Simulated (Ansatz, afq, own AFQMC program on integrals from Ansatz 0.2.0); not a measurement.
Integrals from Ansatz 0.2.0, then the random walk in our own AFQMC program (afq).

```yaml
crystal:
  periodic: [false, false, false]
  atoms:
    - {symbol: Ir, position_ang: [0.000000, 0.000000, 0.000000]}
basis:
  gaussian: {orbitals: def2-SVP}
magnetization: {spin_polarized: true, initial_magnetization: 3}
correlation: {method: ccsd_t, electrons: outside_noble_gas, hamiltonian_folder: ham}
```

```sh
$ ansatz run in.yaml --threads 1 --pin off --events-out ev --progress --plain --max-ram 24576MiB --backend cuda --devices 0, --max-vram 18GiB
```

afq runs on the folder ham with

```
--method free --trial cisd --walkers 4000 --time-step 0.03 --max-blocks 4000 --target-error 0.00022 --factor-cut 1e-05 --seed 6635 --times 0,0.3,0.6,1.2,1.8,2.4,3.6,4.8,6 --taylor-order 8
```

Times are imaginary, in 1/Eh. The walk had a cap of 61 s. Core potentials past Kr, no spin–orbit coupling.

Log:

```
orbitals 28  electrons 6 3  factors 200 of 201
reference energy -103.43851532 Eh
CCSD correlation -0.16569051 Eh in 9 cycles, weight of the determinant in the CISD state 0.9265
repeat  energy at the last time / Eh  error
    10  -103.607652  0.000124
    20  -103.607687  0.000074
    30  -103.607739  0.000064
time / (1/Eh)  energy / Eh  error  mean overlap
  0.00  -103.604220  0.000015  1.0794
  0.30  -103.606088  0.000019  1.0799
  0.60  -103.606834  0.000022  1.0799
  1.20  -103.607334  0.000029  1.0810
  1.80  -103.607496  0.000031  1.0807
  2.40  -103.607546  0.000037  1.0814
  3.60  -103.607657  0.000040  1.0825
  4.80  -103.607621  0.000059  1.0884
  6.00  -103.607722  0.000064  1.0911
energy -103.607722 +/- 0.000064 Eh
```

The run passed its tests (error under three times the target), which doesn't prove that it has relaxed.

Against this walk (error 1.7 meV) on the same determinant: CCSD(T) 13.9 meV higher, CCSDT(Q) 1.9 meV higher (within the noise), CCSDTQ 2.0 meV higher (within the noise). The error is statistical, and a free projection of finite length keeps a remainder of its start.

Cautions: remainder of the start not in the error; no spin-orbit coupling; outer-core shells of the metal frozen.

The walk took 36 s on 1 × NVIDIA H100 80GB HBM3 with 1 thread of AMD EPYC 7R13 Processor (Zen 3), with other jobs on the host (the card was shared). The log's last line is the free-projection energy.

CCSDT and higher add their correlation energy to the determinant of the CCSD(T) run, since their own runs factorise the integrals more tightly (a shift of under 2 meV). A walk keeps the symmetry of its determinant, which the program's search chose and which needn't be the lowest solution, so a lower state of the same spin and another symmetry isn't excluded.
